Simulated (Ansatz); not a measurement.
Species: H3Si, SMILES `[SiH3]` (charge 0, multiplicity 2).

### Question
Give a relaxed geometry from PBE-D3(BJ)/def2-TZVP in Ansatz (an electronic-structure program).

### Answer
the end point of this relaxation (outside a Z-matrix the atoms follow the SMILES, hydrogens last).
Cartesian coordinates (Å) in one orientation:
```xyz
4

Si     0.001    -0.001     0.340
H      1.253    -0.678    -0.119
H     -1.215    -0.745    -0.114
H     -0.039     1.425    -0.107
```
